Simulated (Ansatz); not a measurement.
**SiH4O (silanol): CCSD(T)/cc-pVTZ**

Aim: the vertical singlet–triplet gap of SiH4O (silanol) at CCSD(T)/cc-pVTZ, from 2 runs. 

The calculation is run with Ansatz 0.2.0.

47 further runs of the same task are left out: 47 set aside as unsound or not needed.

### Step 1. The structure to begin with

The species is SiH4O (6 atoms), meant as a singlet with charge 0. As SMILES, `O[SiH3]`. Geometry: relaxed at PBE0-D4/def2-TZVP.

Bond lengths: O1–Si2 1.648 Å, O1–H3 0.957 Å, Si2–H4 1.489 Å, Si2–H5 1.481 Å, Si2–H6 1.489 Å. Angles: O1–Si2–H4 111.7°, O1–Si2–H5 105.9°, O1–Si2–H6 111.7°, Si2–O1–H3 117.9°, H4–Si2–H5 109.9°, H4–Si2–H6 107.9°, H5–Si2–H6 109.9°.

### Step 2. A single-point energy at CCSD(T)/cc-pVTZ

The input, molecule.yaml:

```yaml
crystal:
  periodic: [false, false, false]
  atoms:
    - {symbol: O, position_ang: [0.636700, -1.030300, 0.419000]}
    - {symbol: Si, position_ang: [-0.035700, 0.346500, -0.187000]}
    - {symbol: H, position_ang: [0.069100, -1.629200, 0.904700]}
    - {symbol: H, position_ang: [-1.128300, 0.045700, -1.152800]}
    - {symbol: H, position_ang: [1.060500, 1.064900, -0.875600]}
    - {symbol: H, position_ang: [-0.602300, 1.202400, 0.891700]}
basis:
  gaussian:
    orbitals: cc-pVTZ
correlation:
  method: ccsd_t
  frozen_orbitals: {H: 0, O: 1, Si: 5}
accuracy: high
scf:
  omitted_lower_state_checks: [cluster_reference, increment]
```

Launch:

```sh
$ ansatz run molecule.yaml --threads 1 --pin off --max-ram 3480MiB --events-out events.jsonl --progress --plain --runs-dir runs
```

Log, cut to the lines that bear on the results:

```text
Warning: RAYON_NUM_THREADS=1 ignored (pool sized by the plan → 1); use --threads N
Functional definition: HF
  name "HF"
[...]
2072 factors; integrals over basis functions are off by at most 3.5e-9 eV
[...]
mean field -9964.98853294 eV, -366.2065740736 hartree, gradient 2.0e-8 eV, S^2 0.000000; 0 other end points of the search recorded, 0 dependent functions left out
6 core orbitals not correlated: weight in the atoms' cores, before any rotation towards them, 1.000 or more for the frozen orbitals, at most 0.000 for the correlated occupied ones
reference -9964.98853294 eV, -366.2065740736 hartree; 7, 7 occupied and 107, 107 virtual orbitals, 2072 factors
second order -10.24926857 eV of doubles, -0.00000000 eV of singles
cycle   1  -10.57868729 eV  change   -3.3e-1 eV  update   6.8e-2
[...]
cycle  20  -10.91168577 eV  change   3.8e-10 eV  update  6.1e-10
perturbative correction -0.33056206 eV, -0.0121479316 hartree
Total energy: -9976.23078077 eV, -366.6197190610 hartree
Checks for a lower state left out: cluster_reference, increment
```

It took 26 s on 1 thread of Arm Neoverse V1, shared host; peak memory 1.2 GiB.

### Step 3. The triplet at the same level

The input, run.yaml:

```yaml
crystal:
  periodic: [false, false, false]
  atoms:
    - {symbol: O, position_ang: [0.636700, -1.030300, 0.419000]}
    - {symbol: Si, position_ang: [-0.035700, 0.346500, -0.187000]}
    - {symbol: H, position_ang: [0.069100, -1.629200, 0.904700]}
    - {symbol: H, position_ang: [-1.128300, 0.045700, -1.152800]}
    - {symbol: H, position_ang: [1.060500, 1.064900, -0.875600]}
    - {symbol: H, position_ang: [-0.602300, 1.202400, 0.891700]}
basis:
  gaussian: {orbitals: cc-pVTZ}
accuracy: high
scf: {omitted_lower_state_checks: [cluster_reference, increment]}
correlation: {method: ccsd_t, frozen_orbitals: {H: 0, O: 1, Si: 5}}
magnetization: {spin_polarized: true, initial_magnetization: 2}
```

Launch:

```sh
$ ansatz run run.yaml --threads 1 --pin off --max-ram 3480MiB --events-out events.jsonl --progress --plain --runs-dir runs
```

Log, cut to the lines that bear on the results:

```text
Warning: RAYON_NUM_THREADS=1 ignored (pool sized by the plan → 1); use --threads N
Functional definition: HF
  name "HF"
[...]
2072 factors; integrals over basis functions are off by at most 3.5e-9 eV
[...]
mean field -9958.06908684 eV, -365.9522891197 hartree, gradient 2.0e-8 eV, S^2 2.009524; 6 other end points of the search recorded, 0 dependent functions left out
6 core orbitals not correlated: weight in the atoms' cores, before any rotation towards them, 1.000 or more for the frozen orbitals, at most 0.000 for the correlated occupied ones
reference -9958.06908684 eV, -365.9522891197 hartree; 8, 6 occupied and 106, 108 virtual orbitals, 2072 factors
second order -9.10154645 eV of doubles, -0.00000000 eV of singles
cycle   1  -9.75196764 eV  change   -6.5e-1 eV  update   9.3e-2
[...]
cycle  35  -10.33134821 eV  change  -3.7e-10 eV  update   1.5e-9
perturbative correction -0.40972946 eV, -0.0150572801 hartree
Total energy: -9968.81016452 eV, -366.3470164438 hartree
Checks for a lower state left out: cluster_reference, increment
```

It took 2.4 min on 1 thread of Arm Neoverse V1, shared host; peak memory 2.4 GiB.

### Step 4. Outcome

Level: CCSD(T)/cc-pVTZ, 6 core orbitals frozen.

| quantity | value |
| --- | --- |
| singlet: total energy | -366.61972 Eh |
| singlet: correlation energy (6 core orbitals frozen) | -413.1 mEh |
| singlet: (T) correction | -12.15 mEh |
| singlet: T1 diagnostic | 0.010 |
| triplet: total energy | -366.34702 Eh |
| triplet: correlation energy (6 core orbitals frozen) | -394.7 mEh |
| triplet: (T) correction | -15.06 mEh |
| triplet: ⟨S²⟩ of the reference determinant | 2.010 |
| triplet: T1 diagnostic | 0.069 |
| vertical energy of the triplet above the singlet | 7.421 eV |

In words: At this shape the triplet lies 7.42 eV (716 kJ/mol) above the singlet. The triples (singlet) make up 2.9 % of the correlation energy. The T1 diagnostic (triplet) of 0.069 is above the customary mark for such species, so a single reference may not serve. The triples (triplet) make up 3.8 % of the correlation energy.
